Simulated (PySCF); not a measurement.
Ligands exchanged one at a time, B Cl-I. Gas-phase values, no solvent. Strings in code marks are SMILES.

The brightest of the four lowest singlets (TDA) from two functionals at the same geometries (CAM-B3LYP-D3(BJ)/def2-TZVP), both in PySCF: PBE-D3(BJ)/def2-TZVP and TPSSh-D3(BJ)/def2-TZVP. Excitations are Tamm–Dancoff values on a coarser integration grid. The basis has no diffuse functions, so Rydberg states are missing or too high.

```tsv
species	PBE-D3(BJ)/def2-TZVP (eV)
0 of 3 Cl replaced by I	6.70
1 of 3 Cl replaced by I	4.97
2 of 3 Cl replaced by I (`IB(Cl)I`)	4.48
3 of 3 Cl replaced by I (`IB(I)I`)	4.32
```

**Question.** What does TPSSh-D3(BJ)/def2-TZVP give for each?

**Answer.** 
- 0 of 3 Cl replaced by I: 7.05
- 1 of 3 Cl replaced by I: 5.26
- 2 of 3 Cl replaced by I (`IB(Cl)I`): 4.76
- 3 of 3 Cl replaced by I (`IB(I)I`): 4.58
Over these rows, drawn at random from the members with no instability flagged (it was tested for open shells, ions and some series alone), PBE minus TPSSh-D3(BJ): mean -0.30 eV, from -0.35 eV to -0.26 eV.
